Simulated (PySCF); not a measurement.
Estimate the missing entries of this data sheet.

Compound: tert-butylhydrazine, C4H12N2.
SMILES: `N(C(C)(C)C)N`

Conformer (atom-mapped SMILES and torsion angles): `[CH3:1][C:2]([CH3:3])([CH3:4])[NH:5][NH2:6]`: C1–C2–N5–N6 63°, H–N6–N5–C2 36°, H–N6–N5–C2 -85°.

```json
{"property": "rotational constants A, B, C", "level": "PBE0-D3(BJ)/def2-SVP", "value": "4.408, 2.690, 2.685 GHz"}
{"property": "dipole moment", "level": "CAM-B3LYP/def2-SVPD", "value": "?"}
{"property": "HOMO energy", "level": "CAM-B3LYP/def2-SVPD", "value": "?"}
{"property": "LUMO energy", "level": "CAM-B3LYP/def2-SVPD", "value": "?"}
{"property": "lowest singlet excitation", "level": "TDDFT CAM-B3LYP/def2-SVPD", "value": "6.36 eV (195 nm, f = 0.006)"}
{"property": "lowest triplet excitation (Tamm–Dancoff)", "level": "TDA CAM-B3LYP/def2-SVPD", "value": "6.18 eV"}
{"property": "static isotropic polarisability", "level": "CAM-B3LYP/def2-SVPD", "value": "?"}
{"property": "vertical ionisation energy", "level": "ΔSCF CAM-B3LYP/def2-SVPD", "value": "8.89 eV"}
{"property": "electronic spatial extent ⟨r²⟩ about the centre of nuclear charge", "level": "CAM-B3LYP/def2-SVPD", "value": "?"}
{"property": "13C chemical shifts (computed TMS as zero) by class", "level": "GIAO PBE/pcSseg-1", "value": "53.9 (1 C), 27.1 (3 C) ppm"}
{"property": "1H chemical shifts (computed TMS as zero) by class", "level": "GIAO PBE/pcSseg-1", "value": "2.25 (2 H), 1.65 (1 H), 0.95 (9 H) ppm"}
{"property": "isotropic shieldings of nuclei other than C and H, by class", "level": "GIAO PBE/pcSseg-1", "value": "?"}
{"property": "largest of the computed one-bond spin–spin couplings (means over like bonds)", "level": "B3LYP/pcJ-1, spin–dipole term left out for some pairs", "value": "13C–1H +132.0 (×9), 15N–1H -79.4, 15N–1H -71.2 (×2), 13C–13C +39.6 (×3), 15N–15N -8.7, 15N–13C -2.8 Hz"}
{"property": "core binding energies", "level": "ΔSCF SCAN, pcX-2 on the ionised atom, pcseg-1 elsewhere, spin-free X2C", "value": "?"}
```

The electronic properties come from PySCF, for the isolated species, density fitting. The structure is a single PBE0-D3(BJ)/def2-SVP conformer in the gas phase; no vibrational or solvent corrections. NMR classes are plain means over equivalent atoms (diastereotopic ones count apart unless rotation or inversion swaps them), as if these changed places fast; in this geometry the members of some classes differ.

Task: What is the LUMO energy?

Result: 1.20 eV.

Task: What are the isotropic shieldings of nuclei other than C and H, by class?

Result: 153 (1 N), 196 (1 N) ppm.

Task: The core binding energies?

Result: C1s 290.4 (×3), C1s 291.2, N1s 405.1, N1s 405.4 eV.

Task: Give the static isotropic polarisability.

Result: 68.4 au.

Task: What is the dipole moment?

Result: 1.75 D.

Task: The HOMO energy?

Result: -8.06 eV.

Task: What is the electronic spatial extent ⟨r²⟩ about the centre of nuclear charge?

Result: 642 bohr².

No computed singlet falls in the visible range (750 to 380 nm, 1.65 to 3.26 eV); S1 lies 3.10 eV above its blue end. The polarisability is 10.14 Å³ as a volume (1 au = 0.148185 Å³), or 1.37 au for each of the 50 electrons. The vertical singlet–triplet gap S1 − T1 is 0.18 eV (TDDFT singlet less Tamm–Dancoff triplet; S1: HOMO→LUMO, weight 0.84; T1: HOMO→LUMO, weight 0.76).
